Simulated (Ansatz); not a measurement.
Input and output for AlH5O (`[OH2+][AlH3-]`).

```yaml
crystal:
  periodic: [false, false, false]
  atoms:
    - {symbol: O, position_ang: [-0.144382, -1.155325, -0.146307]}
    - {symbol: Al, position_ang: [0.142298, 0.855219, -0.144194]}
    - {symbol: H, position_ang: [-0.993939, -1.387607, 0.244388]}
    - {symbol: H, position_ang: [0.542146, -1.608274, 0.355533]}
    - {symbol: H, position_ang: [0.312157, 1.196235, -1.689693]}
    - {symbol: H, position_ang: [-1.252777, 1.208183, 0.561142]}
    - {symbol: H, position_ang: [1.455799, 0.823568, 0.773430]}
basis:
  gaussian: {orbitals: pcseg-2}
hamiltonian: {xc: {name: HF}}
correlation: {method: ccsd_t}
scf: {lower_state_search: full}
```

```sh
$ ansatz run in.yaml --threads 2 --pin off --events-out ev --progress --plain --max-ram 32768MiB --backend cpu
```

Output, abridged:

```
Functional definition: HF
784 factors; integrals over basis functions are off by at most 1.0e-3 eV
mean field evaluation 1: about -8698.3814 eV, gradient 2.9e1 eV
mean field evaluation 2: about -8698.3885 eV, gradient 2.9e1 eV
mean field evaluation 4: about -8700.1688 eV, gradient 2.5e0 eV
mean field evaluation 8: about -8700.1912 eV, gradient 8.9e-2 eV
mean field evaluation 16: about -8700.1832 eV, gradient 3.6e-1 eV
mean field -8700.19121248 eV, -319.7261298573 hartree, gradient 2.7e-6 eV, S^2 0.000000; 0 other end points of the search recorded, 0 dependent functions left out
6 core orbitals not correlated: weight in the atoms' cores, before any rotation towards them, 1.000 or more for the frozen orbitals, at most 0.000 for the correlated occupied ones
reference -8700.19121248 eV, -319.7261298573 hartree; 7, 7 occupied and 121, 121 virtual orbitals, 784 factors
second order -9.59867625 eV of doubles, -0.00000000 eV of singles
cycle   1  -10.04253967 eV  change   -4.4e-1 eV  update   6.4e-2
cycle   2  -10.33413756 eV  change   -2.9e-1 eV  update   1.9e-2
cycle   3  -10.36671553 eV  change   -3.3e-2 eV  update   6.7e-3
cycle   4  -10.36347779 eV  change    3.2e-3 eV  update   1.7e-3
cycle   5  -10.36415206 eV  change   -6.7e-4 eV  update   5.6e-4
cycle   6  -10.36414228 eV  change    9.8e-6 eV  update   1.4e-4
cycle   7  -10.36407323 eV  change    6.9e-5 eV  update   4.0e-5
cycle   8  -10.36406832 eV  change    4.9e-6 eV  update   1.2e-5
perturbative correction -0.25629696 eV, -0.0094187395 hartree
Total energy: -8710.81157776 eV, -320.1164210824 hartree
```

Run time 7 s (2 threads of a server CPU on a shared host); peak host memory 0.69 GiB.
